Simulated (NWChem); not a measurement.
# BH2SO (SMILES O[B]S): UMP2/cc-pVDZ

What is the vertical ionisation energy of BH2SO at UMP2/cc-pVDZ? 

Program for the calculation: NWChem 7.3.0.

9 further runs of the same task are left out: 9 set aside as unsound or not needed.

## 1. The structure to begin with

BH2SO: 5 atoms, total charge 0, spin state doublet. As SMILES, `O[B]S`. Geometry: relaxed at PBE0-D4/def2-TZVP. This is a higher conformer, about 7 kJ/mol above the lowest found by a separate search.

Bond lengths: O1–B2 1.334 Å, B2–S3 1.785 Å, O1–H4 0.966 Å, S3–H5 1.356 Å. Angles: O1–B2–S3 132.0°, B2–O1–H4 116.7°, B2–S3–H5 99.8°.

## 2. A single-point energy at UMP2/cc-pVDZ

mol.nw reads:

```
start mol
memory total 2200 mb

geometry units angstroms noautosym nocenter noautoz
  O       -1.294700      -0.054700      -0.435600
  B       -0.454300       0.825600       0.109700
  S        1.253800       0.694200       0.611100
  H       -0.947100      -0.940000      -0.604700
  H        1.492100      -0.598600       0.278200
end

basis spherical bse
  * library cc-pVDZ
end

scf
  nopen 1
  uhf
  thresh 0.01
  maxiter 80
  print low
end

mp2
  freeze core 7
  tight
end

task mp2 energy
```

Run with:

```console
nwchem mol.nw > mol.out
```

What it wrote:

```text
[...]
  functions       =    56
[...]
  wavefunction    = UHF
[...]
         Total SCF energy =   -498.268296946952
      One electron energy =   -847.932260040432
      Two electron energy =    268.814184814658
 Nuclear repulsion energy =     80.849778278823
                       Sz =      0.5000
                 Sz(Sz+1) =      0.7500
                      S^2 =      0.7553
[...]
          Total MP2 energy          -498.650504139113
[...]
```

Wall time 22 s (1 thread of Intel Xeon Platinum 8488C (Sapphire Rapids), shared host); peak memory 0.12 GiB.

## 3. The singlet cation

bh2os.nw reads:

```
start bh2os
memory total 2200 mb
charge 1
geometry noautosym nocenter noautoz
 O     -1.294700    -0.054700    -0.435600
 B     -0.454300     0.825600     0.109700
 S      1.253800     0.694200     0.611100
 H     -0.947100    -0.940000    -0.604700
 H      1.492100    -0.598600     0.278200
end
basis spherical bse
 * library cc-pVDZ
end
scf
 singlet
 rhf
 thresh 0.01
 maxiter 80
 noprint "final vectors analysis"
end
mp2
 freeze core 7
 tight
end
task mp2
```

Run with:

```console
nwchem bh2os.nw > bh2os.out
```

What it wrote:

```text
[...]
  functions       =    56
[...]
  wavefunction    = RHF
[...]
         Total SCF energy =   -497.971071628612
      One-electron energy =   -839.601133250707
      Two-electron energy =    260.780283343272
 Nuclear repulsion energy =     80.849778278823
        Time for solution =     14.0s
[...]
          Total MP2 energy          -498.353327290650
[...]
```

Run time: 17 s. Hardware: 1 thread of Intel Xeon Platinum 8488C (Sapphire Rapids), shared host; peak memory 0.12 GiB.

## 4. Outcome

At UMP2/cc-pVDZ, 7 core orbitals frozen:

```
                                                   quantity          value
                                doublet BH2SO: total energy  -498.65050 Eh
 doublet BH2SO: correlation energy (7 core orbitals frozen)     -382.2 mEh
           doublet BH2SO: ⟨S²⟩ of the reference determinant          0.755
                               singlet cation: total energy  -498.35333 Eh
singlet cation: correlation energy (7 core orbitals frozen)     -382.3 mEh
         vertical ionisation energy (to the singlet cation)       8.087 eV
```

The vertical ionisation energy comes to 8.09 eV (186 kcal/mol). Only the singlet of the ionised species was computed; a triplet could lie lower. Mulliken charges (singlet cation) run from -0.09 on O1 to +0.52 on B2; they depend strongly on the basis.
